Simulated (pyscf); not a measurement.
# Routes from H₂N–SiH•–Cl + hydrogen (H₂)

Candidate steps break at most two bonds and form at most two. Each was searched with GFN2-xTB (tblite) first. Single points on ωB97X-D3(BJ)/def2-SVP structures (PySCF, gas phase). Energies: ωB97M-D3(BJ)/def2-TZVP, kcal/mol, from the separated reactants, doublet surface; ΔG‡ with ideal gas, 1 atm, RRHO with modes under 100 cm⁻¹ raised to 100, one conformer, R ln 2 for chiral ones without a mode under 150 cm⁻¹.

```
products                          type   ΔE‡    ΔE  ΔG‡ 298 K  ΔG‡ 900 K  ν‡ (cm⁻¹)
----------------  --------------------  ----  ----  ---------  ---------  ---------
H₂N–SiH₂–Cl + H•  hydrogen abstraction  15.1  +9.9       20.9       37.5      1028i
•H₂Si–Cl + NH₃    four-centre exchange  38.9  +9.3       48.3       68.0      1590i
```

Plain bond fissions and candidates not yet searched are not listed, and one of them may be faster. Each barrier is that of the saddle found; lower ones may exist.
